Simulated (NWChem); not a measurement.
# C2H4FO (SMILES [O]CCF) at U-r2SCAN0/x2c-SVPall-2c (DKH2), part 1 of 2

Aim: the solvation energy at fixed shape (SMD, dmf) of C2H4FO at U-r2SCAN0/x2c-SVPall-2c (DKH2), from 2 runs. 

Program for the calculation: NWChem 7.3.0.

### Step 1. Starting point

C2H4FO has 8 atoms, charge 0, and is taken as a doublet. As SMILES, `[O]CCF`. The shape is that of a PBE0-D4/def2-TZVP optimisation. This is one conformer, not always the lowest.

Bond lengths: O1–C2 1.356 Å, C2–C3 1.510 Å, C3–F4 1.380 Å, C2–H5 1.108 Å, C2–H6 1.105 Å, C3–H7 1.094 Å, C3–H8 1.095 Å. Some angles: O1–C2–C3 115.7°, C2–C3–F4 109.8°, O1–C2–H5 107.0°, O1–C2–H6 109.1°, C3–C2–H5 109.9°, C3–C2–H6 110.7°, C2–C3–H7 110.3°, C2–C3–H8 110.7°, F4–C3–H7 108.2°, F4–C3–H8 108.1°.

### Step 2. The charge distribution at U-r2SCAN0/x2c-SVPall-2c (DKH2)

sp.nw reads:

```
start sp
title "C2H4FO properties"
memory total 2200 mb
charge 0

geometry units angstroms noautosym nocenter noautoz
  O     -1.112700     1.381900    -0.100600
  C      0.022800     0.703900     0.201100
  C      0.021100    -0.764600    -0.150900
  F      0.108000    -0.917200    -1.519200
  H      0.196200     0.830100     1.288200
  H      0.884800     1.215700    -0.264500
  H     -0.906900    -1.234800     0.187000
  H      0.879000    -1.272100     0.303300
end

basis spherical bse
  * library x2c-SVPall-2c
end

relativistic
  douglas-kroll dkh
end

dft
  xc r2scan0
  mult 2
  grid fine
  iterations 100
  mulliken
  print low
end

property
  quadrupole
  mulliken
  octupole
  efield
end

task dft property
```

Started as:

```
$ nwchem sp.nw > sp.out
```

What it wrote:

```text
Northwest Computational Chemistry Package (NWChem) 7.3.0
             --------------------------------------------------------

           Job information
           ---------------

    nwchem branch   = 7.3.0
    use scalapack   = T
    input           = sp.nw
    prefix          = sp.
    data base       = ./sp.db
    status          = startup
    nproc           =        1

           Memory information
           ------------------

    heap     =     72089596 doubles =      550.0 Mbytes
    stack    =     72089601 doubles =      550.0 Mbytes
    global   =    144179200 doubles =     1100.0 Mbytes (distinct from heap & stack)
    total    =    288358397 doubles =     2200.0 Mbytes
    verify   = yes
    hardfail = no

           Directory information
           ---------------------

  0 permanent = .
  0 scratch   = .

                                NWChem Input Module
                                -------------------

                                 C2H4FO properties
                                 -----------------

 Scaling coordinates for geometry "geometry" by  1.889725989
 (inverse scale =  0.529177249)

                             Geometry "geometry" -> ""
                             -------------------------

 Output coordinates in angstroms (scale by  1.889725989 to convert to a.u.)

  No.       Tag          Charge          X              Y              Z
 ---- ---------------- ---------- -------------- -------------- --------------
    1 O                    8.0000    -1.11270000     1.38190000    -0.10060000
    2 C                    6.0000     0.02280000     0.70390000     0.20110000
    3 C                    6.0000     0.02110000    -0.76460000    -0.15090000
[... 4 lines of this table left out ...]
    8 H                    1.0000     0.87900000    -1.27210000     0.30330000

      Atomic Mass
      -----------

      O                 15.994910
      C                 12.000000
      F                 18.998400
      H                  1.007825

 Effective nuclear repulsion energy (a.u.)     121.4007392014

            Nuclear Dipole moment (a.u.)
            ----------------------------
        X                 Y               Z
 ---------------- ---------------- ----------------
   -12.4969469351     3.7323978000   -23.9284663578

            XYZ format geometry
            -------------------
     8
 geometry
 O                    -1.11270000     1.38190000    -0.10060000
 C                     0.02280000     0.70390000     0.20110000
 C                     0.02110000    -0.76460000    -0.15090000
[... 4 lines of this table left out ...]
 H                     0.87900000    -1.27210000     0.30330000

 ==============================================================================
                                internuclear distances
 ------------------------------------------------------------------------------
       center one      |      center two      | atomic units |  angstroms
 ------------------------------------------------------------------------------
    2 C                |   1 O                |     2.56340  |     1.35649
    3 C                |   2 C                |     2.85367  |     1.51010
    4 F                |   3 C                |     2.60692  |     1.37952
    5 H                |   2 C                |     2.09392  |     1.10805
    6 H                |   2 C                |     2.08878  |     1.10534
    7 H                |   3 C                |     2.06703  |     1.09382
    8 H                |   3 C                |     2.06996  |     1.09537
 ------------------------------------------------------------------------------
                         number of included internuclear distances:          7
 ==============================================================================

 ==============================================================================
                                 internuclear angles
 ------------------------------------------------------------------------------
        center 1       |       center 2       |       center 3       |  degrees
 ------------------------------------------------------------------------------
    1 O                |   2 C                |   3 C                |   115.67
    1 O                |   2 C                |   5 H                |   106.99
    1 O                |   2 C                |   6 H                |   109.13
    3 C                |   2 C                |   5 H                |   109.85
    3 C                |   2 C                |   6 H                |   110.67
    5 H                |   2 C                |   6 H                |   103.80
    2 C                |   3 C                |   4 F                |   109.80
    2 C                |   3 C                |   7 H                |   110.30
    2 C                |   3 C                |   8 H                |   110.67
    4 F                |   3 C                |   7 H                |   108.20
    4 F                |   3 C                |   8 H                |   108.10
    7 H                |   3 C                |   8 H                |   109.71
 ------------------------------------------------------------------------------
                            number of included internuclear angles:         12
 ==============================================================================

 Summary of "ao basis" -> "" (spherical)
 ------------------------------------------------------------------------------
       Tag                 Description            Shells   Functions and Types
 ---------------- ------------------------------  ------  ---------------------
 *                       x2c-SVPall-2c                on all atoms
[... 12 lines left out ...]
  convergence criterion.
[... 51 lines left out ...]
   convergence    iter        energy       DeltaE   RMS-Dens  Diis-err    time
[... 13 lines left out ...]
         Total DFT energy =     -253.412218497988
      One electron energy =     -588.638174292700
           Coulomb energy =      245.068013379396
    Exchange-Corr. energy =      -31.242796786048
 Nuclear repulsion energy =      121.400739201363
[... 111 lines left out ...]
          ---------------
          Octupole Moment
          ---------------

 Center of charge (in au) is the expansion point
         X =      -0.3786954 Y =       0.1131030 Z =      -0.7251050

   Third moments in atomic units

   Component  Electronic+nuclear     Point charges             Total
  --------------------------------------------------------------------------
      XXX           2.0906257764          0.0000000000          2.0906257764
      YYY          -8.5812413599          0.0000000000         -8.5812413599
      ZZZ          -3.6404133396          0.0000000000         -3.6404133396
[... 6 lines of this table left out ...]
      XYZ          -0.1708944119          0.0000000000         -0.1708944119

   Third moments in 10**(-34) esu*cm**3

   Component  Electronic+nuclear     Point charges             Total
  --------------------------------------------------------------------------
      XXX           1.4878732775          0.0000000000          1.4878732775
      YYY          -6.1071665010          0.0000000000         -6.1071665010
      ZZZ          -2.5908384888          0.0000000000         -2.5908384888
[... 6 lines of this table left out ...]
      XYZ          -0.1216235022          0.0000000000         -0.1216235022

   Octupole moments in atomic units

   Component  Electronic+nuclear     Point charges             Total
  --------------------------------------------------------------------------
      XXX          -2.1807957110          0.0000000000         -2.1807957110
      YYY          -6.9517337928          0.0000000000         -6.9517337928
      ZZZ           2.6141872452          0.0000000000          2.6141872452
[... 6 lines of this table left out ...]
      XYZ          -0.4272360297          0.0000000000         -0.4272360297

   Octupole moments in 10**(-34) esu*cm**3

   Component  Electronic+nuclear     Point charges             Total
  --------------------------------------------------------------------------
      XXX          -1.5520461380          0.0000000000         -1.5520461380
      YYY          -4.9474655195          0.0000000000         -4.9474655195
      ZZZ           1.8604856922          0.0000000000          1.8604856922
[... 6 lines of this table left out ...]
      XYZ          -0.3040587555          0.0000000000         -0.3040587555

 1 a.u. = 0.711688 10**(-34) esu*cm**3

          ----------------------------
          Mulliken population analysis
          ----------------------------

 Alpha Spin S,P,D,... shell population
 --------------------------------
    Atom          S        P        D
 --------------------------------------------------------------------------------------
     1 O      1.95687   2.62193   0.00614
     2 C      1.51618   1.36264   0.03838
     3 C      1.51850   1.31904   0.03497
[... 4 lines of this table left out ...]
     8 H      0.47130   0.01211   0.00000

          ----- Alpha Spin gross population on atoms ----

              1  O    8.0     4.58494
              2  C    6.0     2.91720
              3  C    6.0     2.87251
[... 4 lines of this table left out ...]
              8  H    1.0     0.48341

 Beta Spin  S,P,D,... shell population
 --------------------------------
    Atom          S        P        D
 --------------------------------------------------------------------------------------
     1 O      1.93912   1.70789   0.00620
     2 C      1.54239   1.44841   0.02913
     3 C      1.51592   1.31324   0.03496
[... 4 lines of this table left out ...]
     8 H      0.47397   0.01215   0.00000

          ----- Beta Spin  gross population on atoms ----

              1  O    8.0     3.65321
              2  C    6.0     3.01993
              3  C    6.0     2.86412
[... 4 lines of this table left out ...]
              8  H    1.0     0.48612

 Total      S,P,D,... shell population
 --------------------------------
    Atom          S        P        D
 --------------------------------------------------------------------------------------
     1 O      3.89600   4.32982   0.01234
     2 C      3.05857   2.81105   0.06751
     3 C      3.03443   2.63228   0.06993
[... 4 lines of this table left out ...]
     8 H      0.94527   0.02425   0.00000

          ----- Total      gross population on atoms ----

              1  O    8.0     8.23815
              2  C    6.0     5.93713
              3  C    6.0     5.73664
[... 4 lines of this table left out ...]
              8  H    1.0     0.96953

          ----- Atomic spin population -----

              1  O    8.0     0.93173
              2  C    6.0    -0.10273
              3  C    6.0     0.00839
[... 4 lines of this table left out ...]
              8  H    1.0    -0.00271

          ----- Bond indices -----
  1- 1   0.00000  1- 2   1.13440  1- 3  -0.00434  1- 4   0.00206  1- 5   0.04482  1- 6   0.03777  1- 7   0.00993  1- 8   0.01467
  2- 1   1.13440  2- 2   0.00000  2- 3   1.02321  2- 4   0.01000  2- 5   0.91018  2- 6   0.92023  2- 7   0.00847  2- 8   0.01153
  3- 1  -0.00434  3- 2   1.02321  3- 3   0.00000  3- 4   0.94281  3- 5   0.00354  3- 6  -0.00141  3- 7   0.95240  3- 8   0.95111
[... 4 lines of this table left out ...]
  8- 1   0.01467  8- 2   0.01153  8- 3   0.95111  8- 4   0.01229  8- 5   0.00011  8- 6  -0.00079  8- 7  -0.00589  8- 8   0.00000

 Large bond indices
 ------------------
  1   O -  2   C    1.13440
  2   C -  3   C    1.02321
  2   C -  5   H    0.91018
  2   C -  6   H    0.92023
  3   C -  4   F    0.94281
  3   C -  7   H    0.95240
  3   C -  8   H    0.95111

                                                                Free electrons             Valency
                              Number of         Sum of          + Bond indices         - Bond indices
                Valency     Free electrons    Bond indices     =Mulliken charge     = Net spin population
     1  O       2.04140        6.99885          1.23931           8.23815                 0.80209
     2  C       4.02343        1.91911          4.01802           5.93713                 0.00540
     3  C       3.86738        1.86933          3.86731           5.73664                 0.00007
[... 4 lines of this table left out ...]
     8  H       0.98303       -0.01350          0.98303           0.96953                 0.00001
 scftyp:UHF
 theory:dft

          --------------
          Electric field
          --------------

 1 a.u. = 0.171524 10**(-8) dyn/esu

   Atom       X         Y         Z                        Electric field (a.u.)
                                              X              Y              Z           Field
  ------------------------------------------------------------------------------------------------
    1 O   -2.10270   2.61141  -0.19011      -0.057891       0.036392      -0.014502       0.069900
    2 C    0.04309   1.33018   0.38002       0.022590      -0.003250       0.006731       0.023794
    3 C    0.03987  -1.44488  -0.28516      -0.003910      -0.005128       0.034341       0.034941
[... 4 lines of this table left out ...]
    8 H    1.66107  -2.40392   0.57315       0.010167      -0.007026       0.003428       0.012825

 Task  times  cpu:       28.1s     wall:       28.1s
 Total times  cpu:       28.1s     wall:       28.1s
```

Wall time 29 s (1 thread of AMD EPYC 9R45 (Zen 5), shared host); peak memory 0.12 GiB.

Atomic charges (e):

| atom | Mulliken | Löwdin |
| --- | --- | --- |
| O1 | -0.238 | -0.080 |
| C2 | +0.063 | +0.000 |
| C3 | +0.263 | +0.110 |
| F4 | -0.310 | -0.160 |
| H5 | +0.073 | +0.050 |
| H6 | +0.075 | +0.040 |
| H7 | +0.043 | +0.020 |
| H8 | +0.030 | +0.020 |

(Continued in part 2 of 2.)
